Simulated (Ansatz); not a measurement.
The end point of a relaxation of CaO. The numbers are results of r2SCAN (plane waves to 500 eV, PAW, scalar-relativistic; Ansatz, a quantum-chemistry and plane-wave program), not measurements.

```cif
data_CaO
_chemical_formula_sum 'O1 Ca1'
_space_group_name_H-M_alt 'P 1'
_space_group_IT_number 1
_cell_length_a 3.39060
_cell_length_b 3.39060
_cell_length_c 3.39060
_cell_angle_alpha 60.000
_cell_angle_beta 60.000
_cell_angle_gamma 60.000
loop_
_space_group_symop_operation_xyz
  'x, y, z'
loop_
_atom_site_label
_atom_site_type_symbol
_atom_site_fract_x
_atom_site_fract_y
_atom_site_fract_z
_atom_site_occupancy
O1 O 0.00000 0.00000 0.00000 1
Ca1 Ca 0.50000 0.50000 0.50000 1
```

Question: Find the space group and the Wyckoff positions (tolerance 0.01 Å).

Answer: Space group Fm-3m (No. 225); a = b = c = 4.795 Å, α = β = γ = 90.00°

```json
[
 {"atom": "O", "site": "4a", "symmetry": "m-3m", "x": "0.0000", "y": "0.0000", "z": "0.0000"},
 {"atom": "Ca", "site": "4b", "symmetry": "m-3m", "x": "0.5000", "y": "0.5000", "z": "0.5000"}
]
```

This is the rock salt type.

Question: Give the shortest distances between elements (the closest pairs, up to four, under 3.6 Å).

Answer: Ca–O 2.40 Å; O–O 3.39 Å; Ca–Ca 3.39 Å.

The volume per atom is 13.78 Å³. The density comes out as 3.38 g/cm³, the band gap comes out as 4.20 eV, indirect (valence top at Γ, conduction bottom at X) (no spin-orbit coupling) and the smallest direct gap is 4.57 eV at X.

No spin polarisation in the result.

Measured for CaO: a 4.781 Å (static lattice; corrected from measurement; as listed in Wei Chen et al., Physical Review Materials (2018)). Computed minus measured — a: r2SCAN +0.3 %. The computed values are for a static lattice.

The run could not lose the symmetry of its start; a randomly shaken copy of 2 atoms returns to this structure.

All atoms sit on sites fixed by symmetry, so only the cell could relax.
